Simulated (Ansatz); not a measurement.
# SiH₅ (doublet): the correlation ladder at distance Si1–H5 along a hydrogen transfer = 1.736 Å, cc-pVTZ

The task here is to estimate one member of a computed series from the others.

The runs use Ansatz 0.2.0, Gaussian basis; cc-pVTZ, core rule «outside noble gas», up to 5 orbitals frozen.

To be run: UHF; CCSD(T) on ROHF; CCSD(T) on UHF; BCCD(T) on ROHF; CISD; CCSDT(Q) on ROHF; CCSDT(Q) on UHF; CASSCF and NEVPT2, 3 electrons in 3 orbitals; CASSCF and NEVPT2, 9 electrons in 9 orbitals.

## What is computed

The geometry derives from fragments relaxed apart (PBE0/def2-TZVP) and kept rigid, so it is no stationary point. A hydrogen atom is moved between rigid fragments.

6 atoms, charge 0, spin multiplicity 2.

Atoms are counted from 1 here; the program's logs count them from 0.

Bond lengths: Si1–H2 1.485 Å, Si1–H3 1.485 Å, Si1–H4 1.485 Å. Angles: H2–Si1–H3 109.5°, H2–Si1–H4 109.5°, H3–Si1–H4 109.5°.

Set-up of the first run:

in.yaml

```yaml
crystal:
  periodic: [false, false, false]
  atoms:
    - {symbol: Si, position_ang: [-0.093365, 0.000000, 0.000000]}
    - {symbol: H, position_ang: [-0.588237, 1.399708, 0.000000]}
    - {symbol: H, position_ang: [-0.588237, -0.699854, 1.212183]}
    - {symbol: H, position_ang: [-0.588237, -0.699854, -1.212183]}
    - {symbol: H, position_ang: [1.642635, 0.000000, 0.000000]}
    - {symbol: H, position_ang: [2.723635, 0.000000, 0.000000]}
basis:
  gaussian: {orbitals: cc-pVTZ}
magnetization: {spin_polarized: true, initial_magnetization: 1}
hamiltonian: {xc: hf}
output: {orbitals: {seedname: orbitals}}
```

Command:

```bash
$ ansatz run in.yaml --threads 1 --pin off --events-out ev --progress --plain --max-ram 2816MiB --backend cpu
```

Steps of the session up to this table: UHF; CCSD(T) on ROHF; CCSD(T) on UHF; BCCD(T) on ROHF; CISD; CCSDT(Q) on ROHF; CCSDT(Q) on UHF; CASSCF and NEVPT2, 3 electrons in 3 orbitals; CASSCF and NEVPT2, 9 electrons in 9 orbitals.

One of the session's tables, all rows but one given; the rest of the session is left out.

It belongs to the step «Misses and costs». 

| method | from UCCSDT(Q) (kJ/mol) |
| --- | --- |
| ROHF | +532.0 |
| UHF | +509.3 |
| RMP2 | +106.2 |
| UMP2 | ? |
| CISD | +49.0 |
| RCCSD | +15.9 |
| UCCSD | +15.4 |
| RCCSD(T) | +2.9 |
| UCCSD(T) | +3.0 |
| BCCD(T) | +2.9 |
| RCCSDT | +0.4 |
| UCCSDT | +0.4 |
| RCCSDT(Q) | +0.1 |
| UCCSDT(Q) | 0 |
| CASSCF pair | +466.9 |
| NEVPT2 pair | +101.5 |
| CASSCF valence | +352.4 |
| NEVPT2 valence | +106.9 |

Q: Estimate the row for UMP2 from the others.

As computed: from UCCSDT(Q) (kJ/mol): +107.7. In the column «from UCCSDT(Q) (kJ/mol)» it lies between NEVPT2 valence (+106.9) and CASSCF valence (+352.4).

Caveats from the session: Restricted and unrestricted rows rest on different reference determinants; where their highest levels disagree by more than a few hundredths of an eV, they describe different states and don't form one ladder.
